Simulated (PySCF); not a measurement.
Run record for isobutyl mercaptan (`CC(C)CS`): BHandHLYP/pcseg-1, IEF-PCM benzene, level shift 0.3 Eh, TDA, 3 singlets.

Method: TDA BHandHLYP/pcseg-1, vertical, IEF-PCM benzene (non-equilibrium linear response), core orbitals frozen in the response (PySCF 2.14.0, density-fitted response routines). Geometry: GFN2-xTB. A driver script takes a list of jobs; this job's settings line and coordinates (Å) are shown.

Command:
```bash
OMP_NUM_THREADS=1 python probes_run.py task.json out
```

Input:
```
{"job": {"kind": "uv", "xc": "BHandHLYP", "basis": "pcseg-1", "solvent": "benzene", "nstates": 3, "ntriplets": 5, "tda": true, "scf": {"level_shift": 0.3}}, "charge": 0, "multiplicity": 1}
C      1.122153    -0.937730     0.255597
C     -0.012647     0.078023     0.338581
C      0.538451     1.502004     0.391701
C     -0.951454    -0.054186    -0.856812
S     -1.815284    -1.661751    -0.925143
H      1.745298    -0.884381     1.144738
H      1.744351    -0.738328    -0.614433
H      0.726569    -1.947410     0.172057
H     -0.586475    -0.109709     1.254578
H      1.207125     1.613352     1.241737
H     -0.267485     2.226108     0.490963
H      1.095423     1.727335    -0.515470
H     -0.394860     0.001139    -1.792435
H     -1.712365     0.727169    -0.849947
H     -2.443216    -1.533647     0.242375
```

Output:
```
final grid: 110304 points
cycle   1  E = -556.4316229185  dE =  4.555e-01  |g| = 3.616e-01  |ddm| = 3.444e+00
cycle   2  E = -556.4735639684  dE = -4.194e-02  |g| = 1.396e-01  |ddm| = 5.036e-01
cycle   3  E = -556.4791282656  dE = -5.564e-03  |g| = 3.224e-02  |ddm| = 1.686e-01
cycle   4  E = -556.4796426150  dE = -5.143e-04  |g| = 1.105e-02  |ddm| = 6.390e-02
cycle   5  E = -556.4797283758  dE = -8.576e-05  |g| = 4.343e-03  |ddm| = 3.253e-02
cycle   6  E = -556.4797450923  dE = -1.672e-05  |g| = 1.832e-03  |ddm| = 1.663e-02
cycle   7  E = -556.4797482135  dE = -3.121e-06  |g| = 7.295e-04  |ddm| = 7.767e-03
cycle   8  E = -556.4797487589  dE = -5.454e-07  |g| = 3.027e-04  |ddm| = 3.424e-03
cycle   9  E = -556.4797488552  dE = -9.628e-08  |g| = 1.294e-04  |ddm| = 1.446e-03
cycle  10  E = -556.4797488724  dE = -1.721e-08  |g| = 5.139e-05  |ddm| = 6.150e-04
cycle  11  E = -556.4797488752  dE = -2.827e-09  |g| = 2.123e-05  |ddm| = 2.492e-04
cycle  12  E = -556.4797488757  dE = -4.856e-10  |g| = 9.849e-06  |ddm| = 1.031e-04
level shift removed, Fock matrix diagonalised once more
converged SCF energy = -556.4797488757

Static polarisability (au): isotropic 68.759, principal 61.806 62.918 81.552

Singlet excitations
state   eV       nm        f      main configurations
  1   5.9008    210.1   0.00153   H->L 0.85, H->L+2 0.12
  2   7.1680    173.0   0.00792   H->L+1 0.64, H->L+2 0.30
  3   8.2769    149.8   0.01877   H->L+2 0.42, H->L+1 0.28, H->L 0.10

Triplet excitations (Tamm-Dancoff, eV): 5.4054 6.3482 7.3606 8.1111 8.5331
```

H and L stand for HOMO and LUMO; the number after each pair is its weight.

**Question.** Which computed singlet has the largest oscillator strength, and what do all of them sum to?

**Answer.** State 3 at 8.28 eV (150 nm), f = 0.019; the 3 states sum to 0.028.

**Question.** Give the mean polarisability as a volume in Å³, and the ratio of the largest to the smallest principal value.

**Answer.** 68.759 au × 0.148185 = 10.19 Å³; 81.552/61.806 = 1.32.

In short: SCF converged in 12 cycles with 124 basis and 667 fitting functions; HOMO -7.89 eV, LUMO 1.59 eV; lowest singlet 5.90 eV; lowest triplet 5.41 eV (Tamm–Dancoff); mean polarisability 68.8 au.

The structure is a single GFN2-xTB conformer; no vibrational corrections.

Time: 22 s of wall time; peak memory 0.70 GiB. Hardware: one thread of an Arm Neoverse N1, shared host with 64 logical CPUs at a one-minute load of 52.

Shape of the structure used: `[CH3:1][CH:2]([CH3:3])[CH2:4][SH:5]`: C1–C2–C4–S5 64°, H–S5–C4–C2 61°.
